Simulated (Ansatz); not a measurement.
The input, for Ansatz 0.2.0:

```yaml
crystal:
  periodic: [false, false, false]
  atoms:
    - {symbol: Al, position_ang: [0.000000, 0.000000, -0.102095]}
    - {symbol: H, position_ang: [0.000000, 0.899579, 1.366496]}
    - {symbol: H, position_ang: [0.000000, -0.899579, 1.366496]}
basis:
  gaussian: {orbitals: aug-cc-pVTZ}
total_charge: 1
magnetization: {spin_polarized: false, initial_magnetization: 2}
correlation: {method: fci, electrons: outside_noble_gas}
```

```sh
$ ansatz run in.yaml --threads 1 --pin off --events-out ev --progress --plain --max-ram 2393MiB
```

The program prints:

```
1124 factors; integrals over basis functions are off by at most 1.4e-7 eV
mean field evaluation 1: about -6603.4355 eV, gradient 5.7e0 eV
mean field evaluation 2: about -6603.4380 eV, gradient 5.7e0 eV
mean field evaluation 4: about -6603.8330 eV, gradient 6.3e-1 eV
mean field evaluation 8: about -6603.8466 eV, gradient 1.0e-2 eV
mean field evaluation 16: about -6603.8408 eV, gradient 2.6e-1 eV
mean field -6603.84662378 eV, -242.6868871760 hartree, gradient 2.0e-6 eV, S^2 2.000000; 2 other end points of the search recorded, 0 dependent functions left out
5 core orbitals not correlated: weight in the atoms' cores, before any rotation towards them, 1.000 or more for the frozen orbitals, at most 0.000 for the correlated occupied ones
reference -6603.84662378 eV, -242.6868871760 hartree; 3, 1 occupied and 88, 90 virtual orbitals, 1124 factors
state -6605.78007988 eV, -242.7579403769 hartree
Total energy: -6605.78007988 eV, -242.7579403769 hartree
```

Natural occupations: 1.9255 0.9968 0.9842 0.0265 0.0209 0.0145 0.0090 0.0044 0.0042 0.0034 0.0034 0.0019 0.0014 0.0006 0.0006 0.0005 0.0004 0.0003 0.0002 0.0002 0.0002 0.0001 0.0001 0.0001.

Ran on 1 thread of Arm Neoverse V1, shared host: 59 s wall, 0.78 GiB peak host memory.
